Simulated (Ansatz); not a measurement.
Ideal-gas functions of C2H5S, SMILES `[CH2]SC` radical at 800 K and 1 bar, from an Ansatz frequency run at PBE0-D4/def2-TZVP.

Molar mass 61.13 g/mol, point group C1 (symmetry number 1), electronic degeneracy 2, moments of inertia 23.962, 61.532, 82.238 u Å². Harmonic wavenumbers (cm⁻¹, unscaled): 100, 177, 297, 348, 735, 872, 891, 960, 1027, 1342, 1400, 1456, 1473, 3057, 3144, 3163, 3181, 3307.

Use S(trans) = R[1.5 ln M + 2.5 ln T − 1.1517]; rotational temperatures θ = 24.2544 K / I; S(rot) = R[ln(√π/σ · √(T³/θAθBθC)) + 1.5]; for each mode x = 1.438777 ν̃/T, S = R[x/(eˣ − 1) − ln(1 − e⁻ˣ)] and H = RT x/(eˣ − 1); 1 cm⁻¹ = 0.0119627 kJ/mol; R = 8.31446 J/(mol·K).

Q: By hand: the entropy, in J/(mol·K).

A: Translation 180.7. Rotation: θ = 1.0122, 0.3942, 0.2949 K, giving 109.5. Vibration, mode by mode: 22.59, 17.87, 13.63, 12.35, 6.57, 5.38, 5.23, 4.74, 4.30, 2.75, 2.54, 2.34, 2.29, 0.22, 0.19, 0.19, 0.18, 0.15, in all 103.5. Electronic 5.8. Sum 399.5 J/(mol·K).

Q: By hand: H − E and G − E in kJ/mol, counted from the electronic energy.

A: Zero-point energy ½ × 26930 × 0.0119627 = 161.1; thermal vibration 41.4; translation, rotation and pV give 4 RT = 26.6. H − E = 229.1 kJ/mol, and G − E = 229.1 − 800 × 399.5/1000 = -90.5 kJ/mol.

Vibration gives 26 % of the entropy, 22.6 J/(mol·K) of it from the mode under 150 cm⁻¹: soft modes count most, and the harmonic formula is weakest for them. The sum counts one conformer and one mirror image; others add a mixing term.
